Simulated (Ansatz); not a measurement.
A nudged elastic band was laid between two geometries of CH5SSi (8 atoms, charge -1, multiplicity 1).

Method: RKS LDA/def2-SVP in Ansatz.

```json
{"movable images": "7", "climbing image": "yes", "spring": "5.0 eV/Å²", "optimiser": "quadratic models (default)", "start path": "IDPP", "force threshold": "0.05 eV/Å", "iteration limit": "60", "end points": "relaxed"}
```

Image 0:

```xyz
8
Properties=species:S:1:pos:R:3
Si -0.658 0.200 -1.095
C 0.556 0.142 0.455
S 0.756 -1.591 0.955
H -1.985 0.262 -0.274
H -0.628 1.757 -1.298
H 0.162 0.707 1.330
H 1.546 0.576 0.185
H 0.251 -2.053 -0.258
```

Image 8:

```xyz
8
Properties=species:S:1:pos:R:3
Si -0.844 1.115 -0.531
C 0.475 0.291 0.665
S 0.876 -1.476 0.419
H -1.849 -0.081 -0.397
H -0.206 0.492 -1.820
H 0.115 0.417 1.713
H 1.424 0.870 0.581
H 0.009 -1.629 -0.630
```

(1) What changes between the two ends?

(2) What energy profile does the band end with?

(3) What is the geometry of the highest image?

(4) What are the harmonic wavenumbers there?

Results:

(1) No bond is made or broken. The height of Si1 over the plane of its neighbours goes from 0.88 to -0.92 Å.

(2) It converged. The highest image is number 4 of 0 to 8, 1.33 eV above the first end and 1.35 eV above the last; the last end lies 0.01 eV below the first. A vibrational analysis at the climbing image gives one clearly imaginary mode, 767i cm⁻¹: a first-order saddle point. Limits of this set-up: an anion without diffuse functions, the dipole of an ion depends on the origin.

```
image  path coordinate (Å)  energy (eV)  height of Si1 over the plane of its neighbours (Å)
    0                 0.00         0.00                                                0.88
    1                 0.48         0.01                                                0.87
    2                 0.97         0.03                                                0.86
    3                 1.45         0.44                                                0.55
    4                 1.94         1.33                                                0.03
    5                 2.36         0.69                                               -0.43
    6                 2.78         0.17                                               -0.76
    7                 3.20         0.03                                               -0.86
    8                 3.62        -0.01                                               -0.92
```

(3) 
```xyz
8
Properties=species:S:1:pos:R:3
Si -0.828 0.686 -0.590
C 0.503 0.119 0.585
S 1.143 -1.712 0.535
H -2.272 0.593 -0.197
H -0.449 1.325 -1.892
H 0.178 0.263 1.637
H 1.413 0.739 0.437
H 0.312 -2.014 -0.514
```

(4) 767i, 113, 153, 280, 371, 417, 652, 715, 786, 842, 984, 1000, 1303, 2166, 2183, 2449, 2985, 3056 cm⁻¹.

Run time: 100 s on 1 thread of Arm Neoverse V1, on a shared host, peak memory 0.13 GiB.
